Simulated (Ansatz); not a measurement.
# CH₇Si₂ radical: a ladder of functionals and wavefunction methods

An exercise on one series of results from a longer session: the logs are not shown, and one member is left open.

Method: functionals in def2-TZVPP, the program's frozen cores in correlated methods; program: Ansatz 0.2.0, Gaussian basis.

The runs, in order: LDA (SPW92), PBE-D4, revPBE-D4, BLYP-D4, r2SCAN-D4, B97M-V, PBE0-D4, B3LYP-D4, r2SCANh-D4, r2SCAN0-D4, HSE06-D4, BHLYP-D4, CAM-B3LYP-D4, LC-ωPBE, ωB97X-V, ωB97M-V, B2PLYP, PBE-QIDH; CCSD(T)/def2-SVP; CCSD(T)/def2-TZVPP; MP2/def2-QZVPP; extrapolation to the limit; RPA on PBE.

### Structure used throughout

An earlier PBE0-D4 in a triple-zeta def2 set relaxation fixed the geometry.

SMILES `[SiH2]C[SiH3]`, 10 atoms, charge 0, spin multiplicity 2.

Atoms are counted from 1 here; the program's logs count them from 0.

Bond lengths: Si1–C2 1.875 Å, Si1–H4 1.489 Å, Si1–H5 1.491 Å, C2–Si3 1.874 Å, C2–H6 1.097 Å, C2–H7 1.095 Å, Si3–H8 1.487 Å, Si3–H9 1.487 Å, Si3–H10 1.488 Å. Angles: C2–Si1–H4 111.2°, C2–Si1–H5 112.4°, H4–Si1–H5 109.9°, Si1–C2–Si3 113.9°, Si1–C2–H6 108.8°, Si1–C2–H7 108.9°, Si3–C2–H6 109.0°, Si3–C2–H7 108.9°, H6–C2–H7 107.2°, C2–Si3–H8 110.1°, C2–Si3–H9 110.1°, C2–Si3–H10 110.9°, H8–Si3–H9 108.5°, H8–Si3–H10 108.5°, H9–Si3–H10 108.6°.

Coordinates:

```xyz
10

Si   -1.4380    0.8228   -0.5772
C     0.3783    0.3744   -0.4520
Si    0.7878   -0.7309    1.0043
H    -2.2778   -0.3892   -0.7876
H    -1.7048    1.8171   -1.6551
H     0.6825   -0.1288   -1.3780
H     0.9666    1.2943   -0.3753
H    -0.0394   -1.9662    0.9573
H     0.5049   -0.0211    2.2797
H     2.2228   -1.1236    0.9870
```

The first run:

Input file in.yaml:

```yaml
crystal:
  periodic: [false, false, false]
  atoms:
    - {symbol: Si, position_ang: [-1.437985, 0.822805, -0.577196]}
    - {symbol: C, position_ang: [0.378322, 0.374446, -0.452031]}
    - {symbol: Si, position_ang: [0.787780, -0.730857, 1.004259]}
    - {symbol: H, position_ang: [-2.277812, -0.389181, -0.787625]}
    - {symbol: H, position_ang: [-1.704817, 1.817119, -1.655129]}
    - {symbol: H, position_ang: [0.682533, -0.128774, -1.378029]}
    - {symbol: H, position_ang: [0.966641, 1.294316, -0.375327]}
    - {symbol: H, position_ang: [-0.039378, -1.966172, 0.957259]}
    - {symbol: H, position_ang: [0.504922, -0.021114, 2.279715]}
    - {symbol: H, position_ang: [2.222793, -1.123585, 0.987005]}
basis:
  gaussian: {orbitals: def2-TZVPP}
magnetization: {spin_polarized: true, initial_magnetization: 1}
hamiltonian: {xc: lda}
output: {orbitals: {seedname: orbitals}}
```

Run with:

```sh
> ansatz run in.yaml --threads 4 --pin off --events-out ev --progress --plain --max-ram 10444MiB
```

Steps of the session up to this table: LDA; PBE-D4 (GGA); revPBE-D4 (GGA); BLYP-D4 (GGA); r2SCAN-D4 (meta-GGA); B97M-V (meta-GGA); PBE0-D4 (hybrid); B3LYP-D4 (hybrid); r2SCANh-D4 (hybrid); r2SCAN0-D4 (hybrid); HSE06-D4 (hybrid); BHLYP-D4 (hybrid); CAM-B3LYP-D4 (range-separated); LC-ωPBE (range-separated); ωB97X-V (range-separated); ωB97M-V (range-separated); B2PLYP (double hybrid); PBE-QIDH (double hybrid).

One of the session's tables, all rows but one given; the rest of the session is left out.

It belongs to the step «Frontier levels by functional». 

```
  functional  HOMO (eV)  LUMO (eV)  gap (eV)
 LDA (SPW92)      -4.89      -3.62      1.27
      PBE-D4      -4.95      -3.16      1.78
   revPBE-D4      -4.94      -3.01      1.93
     BLYP-D4      -4.72      -3.20      1.52
   r2SCAN-D4      -5.29      -2.68      2.61
      B97M-V      -5.02      -3.48      1.54
     PBE0-D4      -6.03      -2.22      3.81
    B3LYP-D4      -5.74      -2.63      3.11
  r2SCANh-D4      -5.68      -2.38      3.30
  r2SCAN0-D4      -6.28      -1.95      4.33
    HSE06-D4      -5.63      -2.61      3.03
    BHLYP-D4          ?          ?         ?
CAM-B3LYP-D4      -7.22      -1.36      5.86
     LC-ωPBE      -8.67       0.10      8.77
     ωB97X-V      -8.14      -0.50      7.65
     ωB97M-V      -7.78      -0.65      7.13
```

**Question.** Estimate the row for BHLYP-D4.

Worked estimate for «HOMO (eV)». Against the share of exact exchange, BLYP-D4 (0, -4.72), B3LYP-D4 (0.2, -5.74) give a slope of -5.10 per unit share; at 0.5 the line stands at -7.27.

The run gave: HOMO (eV): -6.91; LUMO (eV): -1.44; gap (eV): 5.48. In «HOMO (eV)» the line misses by -0.36.
